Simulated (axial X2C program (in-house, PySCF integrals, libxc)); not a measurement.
**Cl₂⁺: bond constants with and without spin–orbit coupling**

Calculated with an axial X2C code built on PySCF integrals. Spin-free means the one-electron spin-free X2C Hamiltonian; two-component (2c) means X2C with spin–orbit coupling and atomic mean-field two-electron Coulomb and Gaunt terms, so the difference of the two also holds small scalar two-electron terms. Basis: Cl dyall-av3z [9s8p3d2f] (cores contracted in-house); Gaussian nuclei, density fitting, unrestricted open shells. Masses: Cl 34.969 u.

State, spin-free: M_S = 1/2, Λ = 1 (beyond evenly filled blocks: π+α, π+β, π-α); electrons by block: σα: 9, σβ: 9, π+α: 4, π+β: 4, π-α: 4, π-β: 3. Fragments: Cl+ + Cl.

State, 2c: Ω = 3/2 (⟨Sz⟩ = 0.50, ⟨Lz⟩ = 1.00 at PBE0); electrons by block: 1/2: 13, -1/2: 13, 3/2: 4, -3/2: 3. Fragments: Cl+ + Cl.

| Hamiltonian | level | Re (Å) | ωe (cm⁻¹) | ωexe (cm⁻¹) | De (eV) | D0 (eV) | k (mdyn/Å) |
| --- | --- | --- | --- | --- | --- | --- | --- |
| spin-free | PBE0 | 1.898 | 667.6 | 2.39 | 4.09 | 4.04 | 4.59 |
| spin-free | HF | 1.869 | 739.2 | 2.15 | 1.53 | 1.48 | 5.63 |
| spin-free | MP2 | 1.909 | 635.9 | 3.02 | 3.83 | 3.79 | 4.17 |
| spin-free | CCSD | 1.907 | 651.9 | 2.54 | 3.42 | 3.38 | 4.38 |
| spin-free | CCSD(T) | 1.920 | 622.5 | 2.79 | 3.65 | 3.61 | 3.99 |
| spin-free | B3LYP | 1.925 | 625.3 | 2.34 | 3.99 | 3.95 | 4.03 |
| 2c | PBE0 | 1.898 | 667.4 | 2.39 | 4.12 | 4.08 | 4.59 |
| 2c | HF | 1.870 | 738.9 | 2.15 | 1.51 | 1.46 | 5.62 |
| 2c | MP2 | 1.909 | 636.0 | 3.02 | 3.79 | 3.76 | 4.17 |
| 2c | CCSD | 1.907 | 651.8 | 2.54 | 3.40 | 3.36 | 4.38 |
| 2c | CCSD(T) | 1.920 | 622.5 | 2.79 | 3.62 | 3.58 | 3.99 |
| 2c | B3LYP | 1.925 | 625.1 | 2.34 | 4.02 | 3.98 | 4.03 |

Correlated methods: 13 electrons correlated (number of frozen shells: Cl 2 s, 1 p), 195 virtual spin orbitals or spinors in MP2, 90 natural virtuals in coupled cluster.

The state is a single determinant with fixed occupations, the lowest that a limited PBE0 search found. Dissociation energies refer to the lowest single-determinant-based atoms at the same level and basis. Density functionals use the spin component along the axis (collinear). Coupled cluster ran in a truncated set of natural virtual spinors; the MP2 energy of the rest was added. (T) has no such correction and the atoms are truncated less, which lowers De at CCSD(T) by a hundredth of an eV or more. The 2c atoms are single determinants rather than J levels; their spin–orbit lowering is only partly caught, and De is too large by that part. This holds for PBE0, B3LYP. The functionals have no current-density term, which raises determinants with orbital currents, atoms included.

Rough cost a point (2c) on 1 thread(s) of a shared host, integrals apart: PBE0 0.21 s, HF 0.13 s, CCSD(T) 4 s, B3LYP 0.22 s.
